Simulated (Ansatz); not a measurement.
# SiPH4 (SMILES [SiH2]P): UHSE06/STO-3G

Aim: the vertical electron affinity of SiPH4 at UHSE06/STO-3G, from 2 runs. 

The calculation is run with Ansatz 0.2.0.

47 further runs of the same task are left out: 47 set aside as unsound or not needed.

### Step 1. The system as given

SiPH4 has 6 atoms, charge 0, and is taken as a doublet. As SMILES, `[SiH2]P`. Geometry: relaxed at GFN2-xTB. This is one conformer, not always the lowest.

Bond lengths: Si1–P2 2.220 Å, Si1–H3 1.467 Å, Si1–H4 1.466 Å, P2–H5 1.384 Å, P2–H6 1.384 Å. Angles: Si1–P2–H5 96.4°, Si1–P2–H6 96.4°, P2–Si1–H3 109.7°, P2–Si1–H4 109.7°, H5–P2–H6 92.6°, H3–Si1–H4 109.1°.

### Step 2. A single-point energy at UHSE06/STO-3G

Contents of in.yaml:

```yaml
crystal:
  periodic: [false, false, false]
  atoms:
    - {symbol: Si, position_ang: [0.127020, -0.986120, -0.104660]}
    - {symbol: P, position_ang: [-0.338670, 1.170000, 0.142220]}
    - {symbol: H, position_ang: [-0.300620, -1.724700, 1.087920]}
    - {symbol: H, position_ang: [-0.579260, -1.514310, -1.276300]}
    - {symbol: H, position_ang: [0.434680, 1.617150, -0.915300]}
    - {symbol: H, position_ang: [0.656850, 1.437980, 1.066130]}
basis:
  gaussian: {orbitals: STO-3G}
magnetization: {spin_polarized: true, initial_magnetization: 1}
hamiltonian: {xc: hse06}
accuracy: high
```

Launch:

```bash
$ ansatz run in.yaml --threads 1 --pin off --max-ram 2610MiB --events-out events.jsonl --progress --plain --runs-dir runs
```

Log:

```text
Warning: RAYON_NUM_THREADS=1 ignored (pool sized by the plan → 1); use --threads N
Functional definition: HSE06
  name "HSE06"
  parameter a = 0.25
  parameter omega = 0.11/bohr
  exchange = pbe_x - a*pbe_x_sr(omega) + a*exact_x_sr(omega)
  correlation = pbe_c
391 factors; integrals over basis functions are off by at most 2.7e-9 eV
63 factors; integrals over basis functions are off by at most 1.0e-9 eV
mean field evaluation 1: about -17025.7474 eV, gradient 6.8e0 eV
mean field evaluation 2: about -17026.0381 eV, gradient 3.8e0 eV
mean field evaluation 4: about -17026.1572 eV, gradient 2.1e-1 eV
mean field evaluation 8: about -17026.1243 eV, gradient 3.6e-3 eV
mean field evaluation 16: about -17026.1243 eV, gradient 2.1e-7 eV
mean field -17026.12434568 eV, -625.6985289822 hartree, gradient 3.5e-8 eV, S^2 0.751055; 0 other end points of the search recorded, 0 dependent functions left out
reference -17026.12434760 eV, -625.6985290529 hartree; 17, 16 occupied and 5, 6 virtual orbitals, 391 factors
Total energy: -17026.12434760 eV, -625.6985290529 hartree
```

Wall time 1.6 s (1 thread of AMD EPYC 9R14 (Zen 4), shared host); peak memory 0.16 GiB.

### Step 3. The singlet anion

Contents of run.yaml:

```yaml
crystal:
  periodic: [false, false, false]
  atoms:
    - {symbol: Si, position_ang: [0.127020, -0.986120, -0.104660]}
    - {symbol: P, position_ang: [-0.338670, 1.170000, 0.142220]}
    - {symbol: H, position_ang: [-0.300620, -1.724700, 1.087920]}
    - {symbol: H, position_ang: [-0.579260, -1.514310, -1.276300]}
    - {symbol: H, position_ang: [0.434680, 1.617150, -0.915300]}
    - {symbol: H, position_ang: [0.656850, 1.437980, 1.066130]}
basis:
  gaussian:
    orbitals: STO-3G
total_charge: -1
hamiltonian:
  xc: {name: HSE06}
accuracy: high
```

Launch:

```bash
$ ansatz run run.yaml --threads 1 --pin off --max-ram 2610MiB --events-out events.jsonl --progress --plain --runs-dir runs
```

Log:

```text
Warning: RAYON_NUM_THREADS=1 ignored (pool sized by the plan → 1); use --threads N
[... 6 set-up lines as earlier in the session ...]
391 factors; integrals over basis functions are off by at most 2.7e-9 eV
63 factors; integrals over basis functions are off by at most 1.0e-9 eV
mean field evaluation 1: about -17020.8169 eV, gradient 1.4e1 eV
mean field evaluation 2: about -17021.2487 eV, gradient 1.0e1 eV
mean field evaluation 4: about -17021.7144 eV, gradient 1.7e-1 eV
mean field evaluation 8: about -17021.6910 eV, gradient 3.2e-4 eV
mean field evaluation 16: about -17021.6910 eV, gradient 6.6e-9 eV
mean field -17021.69100703 eV, -625.5356067919 hartree, gradient 6.6e-9 eV, S^2 0.000000; 0 other end points of the search recorded, 0 dependent functions left out
reference -17021.69100895 eV, -625.5356068622 hartree; 17, 17 occupied and 5, 5 virtual orbitals, 391 factors
Total energy: -17021.69100895 eV, -625.5356068622 hartree
```

Run time: 0.95 s. Hardware: 1 thread of AMD EPYC 9R14 (Zen 4), shared host.

### Step 4. Results

Level: UHSE06/STO-3G.

```
                                         quantity          value
                      doublet SiPH4: total energy  -625.69853 Eh
                              doublet SiPH4: ⟨S²⟩          0.751
                      singlet anion: total energy  -625.53561 Eh
vertical electron affinity (to the singlet anion)      -4.433 eV
```

In words: The anion lies 4.43 eV (102 kcal/mol) above the neutral: the electron isn't bound at this level, and such a value depends on the basis. Without diffuse functions anions come out too high. In a minimal basis such a difference can be off by several eV, whatever the method.
